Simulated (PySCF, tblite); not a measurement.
# SO3: protonation, part 2 of 2

tblite 0.8.0 and PySCF 2.14.0. Atoms count from 0. The steps go on from the part before.

## Step 16: Single point (HSO₃+): wB97X-D3(BJ)/def2-SVP

Geometry: PBE0-D3(BJ)/def2-SVP.

What the job is given:

```
{"job": {"kind": "sp", "xc": "wB97X", "basis": "def2-SVP", "d3": "d3bj", "grid": 2, "scf": {"guess": "1e", "max_cycle": 100, "fallback": true}}, "charge": 1, "multiplicity": 1}
O     -0.395172    -1.328339     0.460473
S      0.094269     0.047685    -0.018518
O     -0.881088     1.077483    -0.051193
O      1.469566     0.020330    -0.343867
H     -1.353117    -1.373126     0.702886
```

The program printed:

```text
final grid: 50744 points
cycle   1  E = -605.4629541927  dE = -1.010e+01  |g| = 6.969e+00  |ddm| = 1.743e+01
cycle   2  E = -600.4548419883  dE =  5.008e+00  |g| = 6.611e+00  |ddm| = 1.259e+01
cycle   3  E = -619.1496164854  dE = -1.869e+01  |g| = 4.514e+00  |ddm| = 8.143e+00
cycle   4  E = -623.3508339552  dE = -4.201e+00  |g| = 1.328e+00  |ddm| = 3.900e+00
cycle   5  E = -623.5218771608  dE = -1.710e-01  |g| = 1.033e+00  |ddm| = 1.615e+00
cycle   6  E = -623.7084526796  dE = -1.866e-01  |g| = 3.131e-01  |ddm| = 8.099e-01
cycle   7  E = -623.7249972561  dE = -1.654e-02  |g| = 1.303e-01  |ddm| = 2.470e-01
cycle   8  E = -623.7287682405  dE = -3.771e-03  |g| = 2.149e-02  |ddm| = 1.020e-01
cycle   9  E = -623.7289439658  dE = -1.757e-04  |g| = 4.898e-03  |ddm| = 3.292e-02
cycle  10  E = -623.7289550247  dE = -1.106e-05  |g| = 4.027e-03  |ddm| = 1.060e-02
cycle  11  E = -623.7289590856  dE = -4.061e-06  |g| = 5.557e-04  |ddm| = 4.178e-03
cycle  12  E = -623.7289594467  dE = -3.611e-07  |g| = 1.615e-04  |ddm| = 2.079e-03
cycle  13  E = -623.7289594686  dE = -2.186e-08  |g| = 4.969e-05  |ddm| = 4.745e-04
cycle  14  E = -623.7289594702  dE = -1.646e-09  |g| = 1.292e-05  |ddm| = 1.134e-04
converged SCF energy = -623.7289594702
```

It took 1.4 s on 1 thread of Arm Neoverse V1, shared host.

## Step 17: Protonation: wB97X-D3(BJ)/def2-SVP

This step combines the energies above: geometries from PBE0-D3(BJ)/def2-SVP, zero-point and thermal terms from PBE0-D3(BJ)/def2-SVP.

What the job is given:

```
{"job": {"kind": "pa", "geom": {"xc": "PBE0", "basis": "def2-SVP", "d3": "d3bj", "grid": 1}, "hess": 1, "level": {"xc": "wB97X", "basis": "def2-SVP", "d3": "d3bj", "scf": {"guess": "1e", "max_cycle": 100, "fallback": true}}}, "charge": 0, "multiplicity": 1}
O     -0.713664    -1.246596    -0.010042
S      0.005970     0.002644    -0.011390
O     -0.715234     1.250851     0.006538
O      1.447370     0.003688    -0.030500
```

Output (the driver's rows laid out field by field):

```text
protonation site by site, wB97X-D3(BJ)/def2-SVP // PBE0-D3(BJ)/def2-SVP

row 1
  formula                 HO3S
  charge                  1
  multiplicity            1
  smiles                  O=[S+](=O)O
  kept                    yes
  pieces                  1
  point_group             Cs
  atom                    0
  element                 O
  electronic              637.3
  enthalpy                613.11
  free_energy             586.82
  share_gas               1.0
```

It took 2.5 s on 1 thread of Arm Neoverse V1, shared host.

Energy given off on adding a proton (kJ/mol, gas phase, 298 K for the thermal columns):

```tsv
site	product	electronic	enthalpy	free energy
O0	O=[S+](=O)O	637.3	613.1	586.8
```

## Step 18: Single point (SO3): HSE06/def2-TZVP

Geometry: PBE0-D3(BJ)/def2-SVP.

What the job is given:

```
{"job": {"kind": "sp", "xc": "HSE06", "basis": "def2-TZVP", "grid": 1, "scf": {"diis_space": 4}}, "charge": 0, "multiplicity": 1}
O     -0.713664    -1.246596    -0.010042
S      0.005970     0.002644    -0.011390
O     -0.715234     1.250851     0.006538
O      1.447370     0.003688    -0.030500
```

The program printed:

```text
final grid: 21856 points
cycle   1  E = -623.3661077444  dE =  1.321e+00  |g| = 1.165e+00  |ddm| = 2.380e+00
cycle   2  E = -622.7178595071  dE =  6.482e-01  |g| = 2.284e+00  |ddm| = 1.791e+00
cycle   3  E = -623.6037527128  dE = -8.859e-01  |g| = 5.645e-02  |ddm| = 1.211e+00
cycle   4  E = -623.6041418653  dE = -3.892e-04  |g| = 3.151e-02  |ddm| = 6.279e-02
cycle   5  E = -623.6043377496  dE = -1.959e-04  |g| = 2.999e-03  |ddm| = 2.403e-02
cycle   6  E = -623.6043393666  dE = -1.617e-06  |g| = 3.214e-04  |ddm| = 1.988e-03
cycle   7  E = -623.6043393512  dE =  1.532e-08  |g| = 4.347e-04  |ddm| = 3.561e-04
cycle   8  E = -623.6043393868  dE = -3.560e-08  |g| = 3.555e-05  |ddm| = 2.384e-04
cycle   9  E = -623.6043393871  dE = -2.315e-10  |g| = 5.539e-06  |ddm| = 2.166e-05
converged SCF energy = -623.6043393871
```

Wall time 3.3 s (1 thread of Arm Neoverse V1, shared host); peak memory 0.39 GiB.

## Step 19: Single point (HSO3+): HSE06/def2-TZVP

Geometry: PBE0-D3(BJ)/def2-SVP.

What the job is given:

```
{"job": {"kind": "sp", "xc": "HSE06", "basis": "def2-TZVP", "grid": 1, "scf": {"diis_space": 4}}, "charge": 1, "multiplicity": 1}
O     -0.395172    -1.328339     0.460473
S      0.094269     0.047685    -0.018518
O     -0.881088     1.077483    -0.051193
O      1.469566     0.020330    -0.343867
H     -1.353117    -1.373126     0.702886
```

The program printed:

```text
final grid: 24328 points
cycle   1  E = -623.5982479471  dE =  1.755e+00  |g| = 1.125e+00  |ddm| = 2.396e+00
cycle   2  E = -622.7549793668  dE =  8.433e-01  |g| = 2.477e+00  |ddm| = 2.034e+00
cycle   3  E = -623.8218479778  dE = -1.067e+00  |g| = 3.091e-01  |ddm| = 1.409e+00
cycle   4  E = -623.8341889566  dE = -1.234e-02  |g| = 1.723e-01  |ddm| = 2.316e-01
cycle   5  E = -623.8394557208  dE = -5.267e-03  |g| = 3.254e-02  |ddm| = 8.622e-02
cycle   6  E = -623.8395843484  dE = -1.286e-04  |g| = 2.027e-02  |ddm| = 2.521e-02
cycle   7  E = -623.8396467022  dE = -6.235e-05  |g| = 9.374e-03  |ddm| = 1.216e-02
cycle   8  E = -623.8396604648  dE = -1.376e-05  |g| = 2.932e-03  |ddm| = 6.045e-03
cycle   9  E = -623.8396619285  dE = -1.464e-06  |g| = 1.698e-04  |ddm| = 1.659e-03
cycle  10  E = -623.8396619338  dE = -5.248e-09  |g| = 5.592e-05  |ddm| = 1.207e-04
converged SCF energy = -623.8396619338
```

Wall time 4.2 s (1 thread of Arm Neoverse V1, shared host); peak memory 0.41 GiB.

## Step 20: Protonation: HSE06/def2-TZVP

This step combines the energies above: geometries from PBE0-D3(BJ)/def2-SVP, zero-point and thermal terms from PBE0-D3(BJ)/def2-SVP.

What the job is given:

```
{"job": {"kind": "pa", "geom": {"xc": "PBE0", "basis": "def2-SVP", "d3": "d3bj", "grid": 1}, "hess": 1, "level": {"xc": "HSE06", "basis": "def2-TZVP", "grid": 1, "scf": {"diis_space": 4}}}, "charge": 0, "multiplicity": 1}
O     -0.713664    -1.246596    -0.010042
S      0.005970     0.002644    -0.011390
O     -0.715234     1.250851     0.006538
O      1.447370     0.003688    -0.030500
```

Output (the driver's rows laid out field by field):

```text
protonation site by site, HSE06/def2-TZVP // PBE0-D3(BJ)/def2-SVP

row 1
  formula                 HO3S
  charge                  1
  multiplicity            1
  smiles                  O=[S+](=O)O
  kept                    yes
  pieces                  1
  point_group             Cs
  atom                    0
  element                 O
  electronic              617.84
  enthalpy                593.65
  free_energy             567.36
  share_gas               1.0
```

Run time: 7.6 s. Hardware: 1 thread of Arm Neoverse V1, shared host; peak memory 0.41 GiB.

Energy given off on adding a proton (kJ/mol, gas phase, 298 K for the thermal columns):

```tsv
site	product	electronic	enthalpy	free energy
O0	O=[S+](=O)O	617.8	593.6	567.4
```

## Step 21: Single point (SO3): wB97X-D3(BJ)/6-31G

Geometry: PBE0-D3(BJ)/def2-SVP.

What the job is given:

```
{"job": {"kind": "sp", "xc": "wB97X", "basis": "6-31G", "d3": "d3bj", "grid": 2}, "charge": 0, "multiplicity": 1}
O     -0.713664    -1.246596    -0.010042
S      0.005970     0.002644    -0.011390
O     -0.715234     1.250851     0.006538
O      1.447370     0.003688    -0.030500
```

The program printed:

```text
coarse grid: 4888 points
cycle   1  E = -623.1350170627  dE =  1.806e+00  |g| = 1.136e+00  |ddm| = 2.766e+00
cycle   2  E = -623.2113407821  dE = -7.632e-02  |g| = 1.119e+00  |ddm| = 2.733e+00
cycle   3  E = -623.4712740042  dE = -2.599e-01  |g| = 4.110e-02  |ddm| = 1.230e+00
cycle   4  E = -623.4717190418  dE = -4.450e-04  |g| = 7.977e-03  |ddm| = 7.139e-02
cycle   5  E = -623.4717434590  dE = -2.442e-05  |g| = 1.219e-03  |ddm| = 1.433e-02
cycle   6  E = -623.4717445287  dE = -1.070e-06  |g| = 5.388e-04  |ddm| = 4.061e-03
final grid: 45376 points
cycle   7  E = -623.4256727754  dE = -8.486e-06  |g| = 3.821e-03  |ddm| = 1.150e-02
cycle   8  E = -623.4256730647  dE = -2.893e-07  |g| = 3.630e-03  |ddm| = 5.172e-03
cycle   9  E = -623.4256753964  dE = -2.332e-06  |g| = 7.023e-04  |ddm| = 3.159e-03
cycle  10  E = -623.4256754829  dE = -8.651e-08  |g| = 2.396e-04  |ddm| = 6.667e-04
cycle  11  E = -623.4256754946  dE = -1.169e-08  |g| = 2.604e-05  |ddm| = 2.352e-04
cycle  12  E = -623.4256754950  dE = -3.838e-10  |g| = 3.899e-06  |ddm| = 6.012e-05
converged SCF energy = -623.4256754950
```

It took 0.65 s on 1 thread of Arm Neoverse V1, shared host; peak memory 0.41 GiB.

## Step 22: Single point (HSO3+): wB97X-D3(BJ)/6-31G

Geometry: PBE0-D3(BJ)/def2-SVP.

What the job is given:

```
{"job": {"kind": "sp", "xc": "wB97X", "basis": "6-31G", "d3": "d3bj", "grid": 2}, "charge": 1, "multiplicity": 1}
O     -0.395172    -1.328339     0.460473
S      0.094269     0.047685    -0.018518
O     -0.881088     1.077483    -0.051193
O      1.469566     0.020330    -0.343867
H     -1.353117    -1.373126     0.702886
```

The program printed:

```text
coarse grid: 5504 points
cycle   1  E = -623.3789364392  dE =  2.262e+00  |g| = 1.061e+00  |ddm| = 2.824e+00
cycle   2  E = -623.3950791613  dE = -1.614e-02  |g| = 1.220e+00  |ddm| = 2.872e+00
cycle   3  E = -623.6974074620  dE = -3.023e-01  |g| = 2.411e-01  |ddm| = 1.395e+00
cycle   4  E = -623.7076683287  dE = -1.026e-02  |g| = 8.294e-02  |ddm| = 2.250e-01
cycle   5  E = -623.7088941101  dE = -1.226e-03  |g| = 2.312e-02  |ddm| = 6.878e-02
cycle   6  E = -623.7089524452  dE = -5.834e-05  |g| = 1.817e-02  |ddm| = 3.025e-02
cycle   7  E = -623.7090221156  dE = -6.967e-05  |g| = 1.716e-03  |ddm| = 1.470e-02
cycle   8  E = -623.7090256363  dE = -3.521e-06  |g| = 4.090e-04  |ddm| = 6.633e-03
final grid: 50744 points
cycle   9  E = -623.6620275006  dE = -1.085e-05  |g| = 3.583e-03  |ddm| = 1.216e-02
cycle  10  E = -623.6620280503  dE = -5.497e-07  |g| = 3.282e-03  |ddm| = 4.698e-03
cycle  11  E = -623.6620299983  dE = -1.948e-06  |g| = 3.795e-04  |ddm| = 2.838e-03
cycle  12  E = -623.6620300245  dE = -2.618e-08  |g| = 2.462e-04  |ddm| = 5.493e-04
cycle  13  E = -623.6620300371  dE = -1.256e-08  |g| = 7.711e-05  |ddm| = 2.353e-04
cycle  14  E = -623.6620300388  dE = -1.705e-09  |g| = 5.653e-05  |ddm| = 1.360e-04
converged SCF energy = -623.6620300388
```

Run time: 0.76 s. Hardware: 1 thread of Arm Neoverse V1, shared host; peak memory 0.41 GiB.

## Step 23: Single point (SO3): wB97X-D3(BJ)/6-31G in acetone

Geometry: PBE0-D3(BJ)/def2-SVP.

What the job is given:

```
{"job": {"kind": "sp", "xc": "wB97X", "basis": "6-31G", "d3": "d3bj", "grid": 2, "solvent": "acetone"}, "charge": 0, "multiplicity": 1}
O     -0.713664    -1.246596    -0.010042
S      0.005970     0.002644    -0.011390
O     -0.715234     1.250851     0.006538
O      1.447370     0.003688    -0.030500
```

The program printed:

```text
final grid: 45376 points
cycle   1  E = -623.4383255421  dE = -4.893e-04  |g| = 2.468e-02  |ddm| = 1.098e-01
cycle   2  E = -623.4383578670  dE = -3.232e-05  |g| = 2.240e-02  |ddm| = 4.793e-02
cycle   3  E = -623.4384587876  dE = -1.009e-04  |g| = 1.619e-03  |ddm| = 2.207e-02
cycle   4  E = -623.4384594762  dE = -6.886e-07  |g| = 3.860e-04  |ddm| = 2.369e-03
cycle   5  E = -623.4384595300  dE = -5.374e-08  |g| = 6.043e-05  |ddm| = 9.375e-04
cycle   6  E = -623.4384595305  dE = -4.884e-10  |g| = 4.458e-05  |ddm| = 8.367e-05
converged SCF energy = -623.4384595305
```

Run time: 0.61 s. Hardware: 1 thread of Arm Neoverse V1, shared host; peak memory 0.41 GiB.

## Step 24: Single point (HSO3+): wB97X-D3(BJ)/6-31G in acetone

Geometry: PBE0-D3(BJ)/def2-SVP.

What the job is given:

```
{"job": {"kind": "sp", "xc": "wB97X", "basis": "6-31G", "d3": "d3bj", "grid": 2, "solvent": "acetone"}, "charge": 1, "multiplicity": 1}
O     -0.395172    -1.328339     0.460473
S      0.094269     0.047685    -0.018518
O     -0.881088     1.077483    -0.051193
O      1.469566     0.020330    -0.343867
H     -1.353117    -1.373126     0.702886
```

The program printed:

```text
final grid: 50744 points
cycle   1  E = -623.7869817060  dE = -1.501e-03  |g| = 6.080e-02  |ddm| = 1.883e-01
cycle   2  E = -623.7865045811  dE =  4.771e-04  |g| = 7.896e-02  |ddm| = 1.095e-01
cycle   3  E = -623.7876893116  dE = -1.185e-03  |g| = 1.001e-02  |ddm| = 6.586e-02
cycle   4  E = -623.7877071863  dE = -1.787e-05  |g| = 3.728e-03  |ddm| = 9.375e-03
cycle   5  E = -623.7877101836  dE = -2.997e-06  |g| = 1.880e-03  |ddm| = 5.122e-03
cycle   6  E = -623.7877109376  dE = -7.540e-07  |g| = 3.142e-04  |ddm| = 1.863e-03
cycle   7  E = -623.7877109757  dE = -3.812e-08  |g| = 7.115e-05  |ddm| = 5.813e-04
cycle   8  E = -623.7877109806  dE = -4.840e-09  |g| = 1.549e-05  |ddm| = 2.987e-04
converged SCF energy = -623.7877109806
```

Wall time 0.8 s (1 thread of Arm Neoverse V1, shared host); peak memory 0.41 GiB.

## Step 25: Protonation: wB97X-D3(BJ)/6-31G

This step combines the energies above: geometries from PBE0-D3(BJ)/def2-SVP, zero-point and thermal terms from PBE0-D3(BJ)/def2-SVP.

What the job is given:

```
{"job": {"kind": "pa", "geom": {"xc": "PBE0", "basis": "def2-SVP", "d3": "d3bj", "grid": 1}, "hess": 1, "level": {"xc": "wB97X", "basis": "6-31G", "d3": "d3bj", "solvents": ["acetone"]}}, "charge": 0, "multiplicity": 1}
O     -0.713664    -1.246596    -0.010042
S      0.005970     0.002644    -0.011390
O     -0.715234     1.250851     0.006538
O      1.447370     0.003688    -0.030500
```

Output (the driver's rows laid out field by field):

```text
protonation site by site, wB97X-D3(BJ)/6-31G // PBE0-D3(BJ)/def2-SVP

row 1
  formula                 HO3S
  charge                  1
  multiplicity            1
  smiles                  O=[S+](=O)O
  kept                    yes
  pieces                  1
  point_group             Cs
  atom                    0
  element                 O
  electronic              620.55
  enthalpy                596.36
  free_energy             570.07
  solution                acetone 866.48
  share_gas               1.0
  share_solution          acetone 1.0
```

Run time: 2.9 s. Hardware: 1 thread of Arm Neoverse V1, shared host; peak memory 0.41 GiB.

Energy given off on adding a proton (kJ/mol, gas phase, 298 K for the thermal columns):

```tsv
site	product	electronic	enthalpy	free energy
O0	O=[S+](=O)O	620.5	596.4	570.1
```

Free energies in a continuum (kJ/mol, same sign; the bare proton is left unsolvated, so these are no solution acidities or basicities): acetone: O0 866.5.

## Step 26: What came out

This closing draws on all 2 parts.

```
                                          quantity                   value
         strongest single infrared mode (GFN2-xTB)   1311 cm⁻¹, 422 km/mol
                      zero-point energy (GFN2-xTB)            7.2 kcal/mol
                                       point group                     D3h
              rotational constants (main isotopes)  10.14, 10.13, 5.07 GHz
proton affinity (−ΔH), O0 (wB97X-D3(BJ)/def2-TZVP)            598.0 kJ/mol
 proton affinity (−ΔH), O0 (wB97X-D3(BJ)/def2-SVP)            613.1 kJ/mol
       proton affinity (−ΔH), O0 (HSE06/def2-TZVP)            593.6 kJ/mol
    proton affinity (−ΔH), O0 (wB97X-D3(BJ)/6-31G)            596.4 kJ/mol
```

What this shows: All 6 modes are real, so the xTB geometry is a minimum. Unscaled tight-binding wavenumbers are off by several per cent, some by more. Its intensities can rank the bands wrongly. Relaxing lowered the energy by 0.060 eV in 3 steps; the close pair that moved most is O0–S1, from 1.418 to 1.442 Å (PBE0/def2-SVP). The proton affinity (−ΔH) at O0 is 598.0 kJ/mol at wB97X-D3(BJ)/def2-TZVP; zero-point and thermal terms move it by -24.2 kJ/mol from the electronic value.
